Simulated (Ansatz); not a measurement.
# Relative stability

The two ends of one reaction step of SiNH6O, doublet (PBE0-D4/def2-TZVP).

A:

H1  (0.605, -1.141, 1.379)
O2  (1.240, 0.031, 0.051)
Si3  (0.250, 0.854, -0.975)
N4  (-0.407, -1.202, 1.368)
H5  (-0.681, 1.776, -0.263)
H6  (1.168, 1.652, -1.837)
H7  (-0.571, -0.048, -1.834)
H8  (-0.758, -1.598, 0.510)
H9  (-0.846, -0.324, 1.600)
(Å)

B:

```
9
angstrom
H 0.4841 -0.4012 0.5115
O 1.0899 0.1201 -0.0463
Si 0.4397 1.0663 -1.2088
N -0.6784 -1.4085 1.5889
H -0.4722 2.1082 -0.6516
H 1.5640 1.7366 -1.9070
H -0.3492 0.2834 -2.2050
H -1.0214 -2.3572 1.4150
H -1.0566 -1.1477 2.5036
```

Program: Ansatz 0.2.0. Basis: def2-TZVPP. Cores are frozen in the correlated methods; orbitals are unrestricted. B3LYP uses VWN-RPA correlation.

**Question.** Which structure is lower at CCSD(T), and by how much? (To be estimated.)

**Answer.** Computed: B, by 0.706 eV (electronic energy, against the other). By their contacts, A is a complex of SiH₃O ([O][SiH3]) + NH₃ and B is a complex of SiH₄O ([OH][SiH3]) + NH₂.

**Question.** Do the other methods give the same order? (A judgement: the text doesn't fix the answer.)

**Answer.** The calculation gives: Not all: SPW92 gives the other order.

```json
{"method": "SPW92", "E(B) − E(A) (eV)": "0.095"}
{"method": "PBE-D4", "E(B) − E(A) (eV)": "-0.090"}
{"method": "BLYP-D4", "E(B) − E(A) (eV)": "-0.089"}
{"method": "r2SCAN-D4", "E(B) − E(A) (eV)": "-0.298"}
{"method": "B97M-V", "E(B) − E(A) (eV)": "-0.297"}
{"method": "PBE0-D4", "E(B) − E(A) (eV)": "-0.429"}
{"method": "B3LYP-D4", "E(B) − E(A) (eV)": "-0.359"}
{"method": "r2SCAN0-D4", "E(B) − E(A) (eV)": "-0.533"}
{"method": "BHLYP-D4", "E(B) − E(A) (eV)": "-0.625"}
{"method": "CAM-B3LYP-D4", "E(B) − E(A) (eV)": "-0.516"}
{"method": "wB97X-V", "E(B) − E(A) (eV)": "-0.542"}
{"method": "wB97M-V", "E(B) − E(A) (eV)": "-0.533"}
{"method": "B2PLYP", "E(B) − E(A) (eV)": "-0.600"}
{"method": "PBE-QIDH", "E(B) − E(A) (eV)": "-0.726"}
{"method": "RPA on PBE", "E(B) − E(A) (eV)": "-0.481"}
{"method": "HF", "E(B) − E(A) (eV)": "-0.834"}
{"method": "MP2", "E(B) − E(A) (eV)": "-0.957"}
{"method": "CCSD", "E(B) − E(A) (eV)": "-0.757"}
{"method": "CCSD(T)", "E(B) − E(A) (eV)": "-0.706"}
```

The T1 diagnostic stays at or below 0.030. ⟨S²⟩ of the unrestricted Hartree–Fock references: 0.76 (a pure state has 0.75).

Labels in which every atom is bracketed show which atoms are joined, not bond orders.

For scale, one of the runs: CCSD(T)/def2-TZVPP, 188 basis functions, launched by `ansatz run in.yaml --threads 4 --pin off --events-out ev --progress --plain --max-ram 9574MiB`. Time: 3.9 min of wall clock on 4 CPU threads of an AMD EPYC; the host was shared. Peak host memory: 5.1 GiB.
